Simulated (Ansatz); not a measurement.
Write a Python script for Ansatz's Python interface that makes a composite energy at a relaxed geometry of AlH4PSi, SMILES [AlH]1[SiH2][PH]1. Settings (for the species named): B3LYP, def2-SVP basis, multiplicity 1.

```json
{"atom": "Al", "x (Å)": "-1.1652", "y (Å)": "-0.5999", "z (Å)": "-0.5214"}
{"atom": "Si", "x (Å)": "0.3571", "y (Å)": "0.8982", "z (Å)": "0.4640"}
{"atom": "P", "x (Å)": "0.6089", "y (Å)": "-1.2453", "z (Å)": "0.7380"}
{"atom": "H", "x (Å)": "-2.4041", "y (Å)": "-0.8398", "z (Å)": "-1.4665"}
{"atom": "H", "x (Å)": "1.3313", "y (Å)": "1.5109", "z (Å)": "-0.4713"}
{"atom": "H", "x (Å)": "-0.1536", "y (Å)": "1.6289", "z (Å)": "1.6429"}
{"atom": "H", "x (Å)": "1.4869", "y (Å)": "-1.4209", "z (Å)": "-0.4314"}
```

`composite.py`:
```python
"""A composite energy for AlH4PSi: DFT geometry, MP2 basis limit, coupled-cluster correction."""

import logging
import sys
import warnings

import ansatz as az
from ase import Atoms
import numpy as np

logging.basicConfig(stream=sys.stdout, format="%(levelname)s %(message)s")
logger = logging.getLogger("alh4psi")
logger.setLevel(logging.INFO)

warnings.simplefilter("ignore", az.DeckWarning)

atoms = Atoms(["Al", "Si", "P", "H", "H", "H", "H"], positions=[
    [-1.1652, -0.5999, -0.5214],
    [0.3571, 0.8982, 0.464],
    [0.6089, -1.2453, 0.738],
    [-2.4041, -0.8398, -1.4665],
    [1.3313, 1.5109, -0.4713],
    [-0.1536, 1.6289, 1.6429],
    [1.4869, -1.4209, -0.4314],
])
molecule = az.Crystal.molecule_from_ase(atoms)

job = (
    molecule.calculation()
    .basis(gaussian="def2-SVP")
    .functional("B3LYP")
)
symbols = [site.symbol for site in molecule.cartesian_sites]
start = np.array([site.position_ang for site in molecule.cartesian_sites], dtype=float)
data = job.relax(force_tolerance=0.01, max_steps=100).run(threads=1, backend="cpu").report
end = np.array(data["positions_ang"])
logger.info("final positions (A) and the move of each atom")
for symbol, xyz, old in zip(symbols, end, start):
    logger.info(f"{symbol:2s} {xyz[0]:10.5f} {xyz[1]:10.5f} {xyz[2]:10.5f}   {np.linalg.norm(xyz - old):7.4f}")

minimum = az.Crystal.molecule()
for symbol, place in zip(symbols, end):
    minimum = minimum.atom(symbol, place.tolist())
at_minimum = minimum.calculation()
# MP2 extrapolated to the basis limit, plus the small-basis difference CCSD(T) - MP2
level = lambda method, basis: at_minimum.basis(gaussian=basis).correlation(method).run(threads=1, backend="cpu").report
small, large, cluster = level("mp2", "cc-pVDZ"), level("mp2", "cc-pVTZ"), level("ccsd_t", "cc-pVDZ")
corr = lambda each: (each["free_energy_ev"] - each["reference_energy_ev"]) / 27.211386246
mp2_limit = (27 * corr(large) - 8 * corr(small)) / 19
pieces = {"HF / cc-pVTZ": large["reference_energy_ev"] / 27.211386246, "MP2 correlation, DZ-TZ limit": mp2_limit, "CCSD(T) - MP2 / cc-pVDZ": corr(cluster) - corr(small)}
for name, value in pieces.items():
    logger.info(f"{name:32s} {value:14.6f} Ha")
logger.info(f"{'sum':32s} {sum(pieces.values()):14.6f} Ha")
print("T1 diagnostic", round(cluster["correlation"]["coupled_cluster"]["t1_diagnostic"], 4))
```

Output of `python composite.py`:
```text
INFO final positions (A) and the move of each atom
INFO Al   -1.16714   -0.56637   -0.55085    0.0447
INFO Si    0.31434    1.01303    0.36867    0.1553
INFO P     0.61085   -1.30038    0.77808    0.0681
INFO H    -2.32246   -1.09570   -1.48682    0.2694
INFO H     1.45062    1.71793   -0.29351    0.2978
INFO H    -0.01392    1.66171    1.67108    0.1462
INFO H     1.18901   -1.49812   -0.53234    0.3239
INFO HF / cc-pVTZ                        -873.919109 Ha
INFO MP2 correlation, DZ-TZ limit          -0.380084 Ha
INFO CCSD(T) - MP2 / cc-pVDZ               -0.060599 Ha
INFO sum                                 -874.359792 Ha
T1 diagnostic 0.016
```

Caveats:
- These settings explore the input space; basis and method may be short of convergence.
- The sum leaves out core correlation, relativity, the Hartree-Fock basis error and zero-point energy; a DZ-TZ extrapolation is rough.
- b3lyp holds the VWN-RPA fit, as in Gaussian; the form of ORCA and Turbomole is b3lyp5.
- Inner cores stay frozen, so this is valence correlation.
- For Al to Cl the sets with a tight d function, cc-pV(X+d)Z, are usual.
- An extrapolation from small basis sets is rough.
- Timing: 41 s on 1 thread of Arm Neoverse V1, with other jobs on the host, peak memory 0.34 GiB.

(A comment or docstring line of the script was reworded after the run, the code is as it ran; lines on the test bed's own set-up are left out of the output.)
